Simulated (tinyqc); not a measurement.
Worked calculation: Hueckel theory of the pi electrons with the omega technique, for the molecule C=CC=C([CH2+])N (SMILES; centres numbered as the heavy atoms are written). One step of it, computed by the program tinyqc.

Question. Energy, charges, bond orders. E = sum n x; q_r = z_r - P_rr; bond order p = P_rs; free valence = sqrt(3) - sum of p over the bonds of the atom.

final x values: 2.204047  1.524656  0.873141  0.156568  -0.969578  -1.688834

occupations: 2.000000  2.000000  2.000000  0.000000  0.000000  0.000000

final P, lower triangle:
```
,1C,2C,3C,4C,5C,6N
1C,0.728151
2C,0.786131,0.946112
3C,0.320767,0.581465,0.723569
4C,-0.205548,0.020584,0.556189,0.921268
5C,-0.394062,-0.196790,0.393285,0.743157,0.765194
6N,0.087578,-0.042926,-0.136283,0.299164,-0.209522,1.915705
```

Centres:
```
centre,"z_r, pi electrons of the neutral centre",h
1C,1,0.000000
2C,1,0.000000
3C,1,0.000000
4C,1,0.000000
5C,1,0.000000
6N,2,1.500000
```

Bonds:
```
i,j,k
1,2,1
2,3,1
3,4,1
4,5,1
4,6,0.800000
```

Give: pi energy = 6 alpha + this times beta; pi charges; Bond orders and lengths from R = 1.517 - 0.180 p; free valence of the carbons; gap between the highest filled and the next level.

Answer.

pi energy = 6 alpha + this times beta = 9.2037

pi charges: 1C 0.2718, 2C 0.0539, 3C 0.2764, 4C 0.0787, 5C 0.2348, 6N 0.0843

Bond orders and lengths from R = 1.517 - 0.180 p (angstrom, C-C alone):
```
bond,p,R
1-2,0.7861,1.3755
2-3,0.5815,1.4123
3-4,0.5562,1.4169
4-5,0.7432,1.3832
4-6,0.2992,-
```

free valence of the carbons: 1C 0.9459, 2C 0.3645, 3C 0.5944, 4C 0.1335, 5C 0.9889

gap between the highest filled and the next level = 0.7166 |beta|
